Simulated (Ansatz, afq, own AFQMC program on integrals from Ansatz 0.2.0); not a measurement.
Two steps: Ansatz 0.2.0 writes the Fock matrix and Cholesky factors of the valence space, and afq projects on them the lowest state that overlaps trial and start.

```yaml
crystal:
  periodic: [false, false, false]
  atoms:
    - {symbol: C, position_ang: [0.000000, 0.000000, 0.862700]}
    - {symbol: B, position_ang: [0.000000, 0.000000, -0.475200]}
    - {symbol: Si, position_ang: [0.000000, 0.000000, -2.322700]}
    - {symbol: H, position_ang: [0.000000, 0.000000, 1.935200]}
basis:
  gaussian: {orbitals: cc-pVDZ}
magnetization: {spin_polarized: false}
correlation: {method: ccsd_t, electrons: outside_noble_gas, hamiltonian_folder: ham}
```

```sh
$ ansatz run in.yaml --threads 1 --pin off --events-out ev --progress --plain --max-ram 1843MiB
```

Options of the walk:

```
--method phaseless --trial hf --walkers 120 --populations 1 --least-time 40 --time-step 0.005 --steps-per-block 20 --equilibration-blocks 112 --max-blocks 600 --target-error 0.00126 --factor-cut 1e-05 --seed 461 --taylor-order 6
```

Times are imaginary, in 1/Eh. The walk had a cap of 894 s.

Output of the walk:

```
orbitals 44  electrons 6 6  factors 342 of 495
reference energy -351.87829296 Eh
CCSD correlation -0.32433343 Eh in 12 cycles, weight of the determinant in the CISD state 0.7928
energy of the start -351.878293 Eh
 block  time / (1/Eh)  mean weight  energy / Eh
     1     0.100  1.0023  -351.937880
     2     0.200  1.0012  -351.985870
     3     0.300  1.0027  -352.026738
     4     0.400  1.0023  -352.047755
     5     0.500  1.0013  -352.083499
     8     0.800  0.9995  -352.146644
    18     1.800  1.0010  -352.161824
    69     6.900  0.9991  -352.225210
   120    12.000  1.0002  -352.214354
   171    17.100  0.9981  -352.191660
   222    22.200  1.0032  -352.225730
   273    27.300  1.0005  -352.209138
   324    32.400  1.0014  -352.207403
   341    34.100  0.9977  -352.156718
   375    37.500  1.0011  -352.297329
   426    42.600  0.9996  -352.180025
   477    47.700  1.0006  -352.209192
   528    52.800  1.0003  -352.224881
   579    57.900  1.0013  -352.262620
   630    63.000  1.0039  -352.354280
   681    68.100  0.9984  -352.194366
   698    69.800  1.0010  -352.201914
blocks merged  error / Eh  count
     1  0.001475  600
     2  0.001971  300
     4  0.002629  150
     8  0.003398  75
    16  0.004145  37
    32  0.005021  18
    64  0.005739  9
energy -352.219031 +/- 0.005021 Eh
(rows thinned)
```

The run failed at least one of its tests; the cautions name the faults.

Against this walk (error 136.6 meV) on the same determinant: CCSD(T) 240.0 meV lower (within the noise), CCSDT(Q) 376.4 meV lower. The error is statistical and leaves out the bias of the constraint. None of these is a sure reference here.

Cautions: constraint bias not in the error; error above the target (136.6 against 34.3 meV); higher spins were not checked; restricted determinant unstable towards unrestricted (UHF 1.04 eV lower, ⟨S²⟩ 1.31); raised T1 diagnostic (T1 0.031, weight of the determinant 0.79, largest double 0.12); (T) is large, 8 % of the CCSD correlation; (Q) is large, 126 meV, so the cluster series hasn't closed; the bias of populations of 120 walkers isn't removed.

The walk took 2.9 min on 1 thread of Arm Neoverse V2, on a shared host. The log's last line is the phaseless energy.

CCSDT and higher add their correlation energy to the determinant of the CCSD(T) run, since their own runs factorise the integrals more tightly (a shift of under 2 meV). A walk keeps the symmetry of its determinant, which the program's search chose and which needn't be the lowest solution, so a lower state of the same spin and another symmetry isn't excluded.
